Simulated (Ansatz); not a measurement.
A run of Ansatz (development build ahead of 0.2.0) on singlet SO₃ at this shape:

```xyz
4

S    -0.0439    0.1226   -0.0178
O     1.3696    0.0520    0.0582
O    -0.6977    1.2208   -0.0669
O    -0.6406   -1.2916    0.0328
```

Its results:

- Converged: yes
- Reference energy: -614.15637 hartree
- Correlation energy: -0.20981 hartree
- Total energy: -614.36619 hartree
- Spin squared of the determinant: 0.000

Which input gives this output? Name the method, the orbitals and the basis set, and write the input.

RHF-MP2 in STO-3G. An unrestricted run that stays on the closed shell gives the same numbers.

```yaml
crystal:
  periodic: [false, false, false]
  atoms:
    - { symbol: S, position_ang: [-0.04386, 0.12261, -0.01782] }
    - { symbol: O, position_ang: [1.36961, 0.05202, 0.05819] }
    - { symbol: O, position_ang: [-0.69767, 1.22081, -0.06693] }
    - { symbol: O, position_ang: [-0.64063, -1.29157, 0.03277] }
basis:
  gaussian: { orbitals: STO-3G }
hamiltonian:
  xc: hf
correlation:
  method: mp2
  frozen_orbitals: { O: 1, S: 5 }
```

Caution: no unrestricted run beside it, a lower state can exist.
